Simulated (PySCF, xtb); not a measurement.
Protons, H atoms and electrons added to or taken from CC=C. Gas-phase values, no solvent. One relaxed conformer stands for each flexible species; it need not be the lowest. Strings in code marks are SMILES.

Quantity: bond dissociation enthalpy (X–H) at 298 K, in kJ/mol. Thermal and zero-point terms are GFN2-xTB rigid-rotor harmonic values (xtb).

Level 1: PBE-D3(BJ)/def2-TZVP // PBE0-D4/def2-TZVP (PySCF)
Level 2: PBE0-D4/def2-TZVP (PySCF)
Level 3: B3LYP/6-311+G** // PBE0-D4/def2-TZVP (PySCF)
Level 4: PBE/6-31G* // PBE0-D4/def2-TZVP (PySCF)

| species | level 1 | level 2 | level 3 | level 4 |
|---|---|---|---|---|
| H atom removed from C2: `C=[C]C` | 426.7 | 429.2 | … | … |
| H atom removed from C1: `[H]/[C]=C\C` | 450.7 | 451.8 | 457.5 | 454.5 |
| H atom removed from C3: `[CH2]C=C` (H–C–C–C torsion 0°) | 346.2 | 347.0 | … | 350.7 |

Question: Some entries are withheld; supply them.

Answer: 
- H atom removed from C2: `C=[C]C`, level 3: 435.0
- H atom removed from C2: `C=[C]C`, level 4: 429.9
- H atom removed from C3: `[CH2]C=C` (H–C–C–C torsion 0°), level 3: 350.9
